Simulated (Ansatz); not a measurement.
# C2H4ClN: the cost of one run

Computed with the Python package of Ansatz 0.2.0. Level of theory: B3LYP/pcseg-2.

## 1. Starting point

Bond lengths: N1–C2 1.418 Å, C2–C3 1.360 Å, C3–Cl4 1.734 Å, N1–H5 1.024 Å, N1–H6 1.012 Å, C2–H7 1.085 Å, C3–H8 1.012 Å. Angles: N1–C2–C3 128.5°, N1–C2–H7 111.1°, C3–C2–H7 120.3°, C2–N1–H5 110.0°, C2–N1–H6 110.1°, H5–N1–H6 109.8°, C2–C3–Cl4 119.7°, C2–C3–H8 123.1°, Cl4–C3–H8 117.2°.

The script holds or builds the structure itself.

## 2. The code

run_tae.py

```python
"""Energy to split C2H4ClN into its atoms."""

from collections import Counter

import ansatz as az
from rdkit import Chem
from rdkit.Chem import AllChem


def total_energy(molecule, charge=0, unpaired=0):
    calc = molecule.calculation().basis(gaussian="pcseg-2").functional("b3lyp")
    if charge:
        calc = calc.charge(charge)
    if unpaired:
        calc = calc.spin("collinear", total=unpaired)
    return calc.run(threads=1, pin="off").report["free_energy_ev"]


def main() -> None:
    # start geometry from RDKit
    rd = Chem.AddHs(Chem.MolFromSmiles("NC=CCl"))
    AllChem.EmbedMolecule(rd, randomSeed=293)
    AllChem.UFFOptimizeMolecule(rd)
    mol = az.Crystal.molecule()
    for atom, xyz in zip(rd.GetAtoms(), rd.GetConformer().GetPositions()):
        mol = mol.atom(atom.GetSymbol(), xyz.round(5).tolist())

    # Hund ground states
    unpaired = {"N": 3, "C": 2, "Cl": 1, "H": 1}
    counts = Counter(site.symbol for site in mol.cartesian_sites)
    atom_energy = {s: total_energy(az.Crystal.molecule().atom(s, (0, 0, 0)), 0, unpaired[s]) for s in counts}
    whole = total_energy(mol, 0, 0)
    for s, e in atom_energy.items():
        print(f"{s:2s} x{counts[s]}  {e:14.5f} eV")
    print(f"C2H4ClN: {whole:.5f} eV")
    split = sum(counts[s] * e for s, e in atom_energy.items()) - whole
    print(f"atomisation energy (no zero-point term): {23.060548 * split:.1f} kcal/mol, {split / sum(counts.values()):.3f} eV an atom")


if __name__ == "__main__":
    main()
```

## 3. The calls as engine input

The package turns the script's settings into the engine's input (first run):

```yaml
crystal:
  periodic: [false, false, false]
  atoms:
    - { symbol: "N", position_ang: [0.0, 0.0, 0.0] }
basis:
  gaussian:
    orbitals: pcseg-2
hamiltonian:
  xc: b3lyp
magnetization:
  spin_polarized: true
  initial_magnetization: 3.0
```

## 4. Running it

The run is started by

```
$ python run_tae.py
```

Q: Estimate wall time and peak memory on 1 thread of Intel Xeon Platinum 8488C (Sapphire Rapids), shared host.

About 6.3 s, with a peak of 0.46 GiB.
